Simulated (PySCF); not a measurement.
Delta-SCF ions had no search for a lower state. Excitations are Tamm–Dancoff values on a coarser integration grid. The basis has no diffuse functions, so Rydberg states are missing or too high.

C$_{4}$H$_{6}$, SMILES `C=CC=C` (C–C–C–C torsion 180°) (charge 0, multiplicity 1)

Computed with PySCF with PBE-D3(BJ)/def2-TZVP.

- HOMO = -5.81 eV
- dipole moment = 0.00 D
- LUMO = -1.88 eV
- HOMO–LUMO gap = 3.93 eV
- S1 excitation (TDA) = 6.18 eV
- S1 oscillator strength = 0.961
- brightest of the four lowest singlets (TDA) = 6.18 eV
- T1 excitation (TDA) = 3.13 eV
- S1–T1 gap (TDA) = 3.05 eV
- vertical ionisation energy (Delta-SCF) = 8.86 eV
- total energy = -155.8357 Ha
- cost = very roughly 90 core-seconds

```xyz
10

C      1.5944    -0.0923    -0.9377
C      0.7094    -0.1325     0.0730
C     -0.7094     0.1325    -0.0730
C     -1.5944     0.0923     0.9377
H      2.6533    -0.2989    -0.7819
H      1.2795     0.1503    -1.9555
H      1.0564    -0.3790     1.0828
H     -1.0564     0.3790    -1.0828
H     -2.6533     0.2989     0.7819
H     -1.2795    -0.1503     1.9555
```
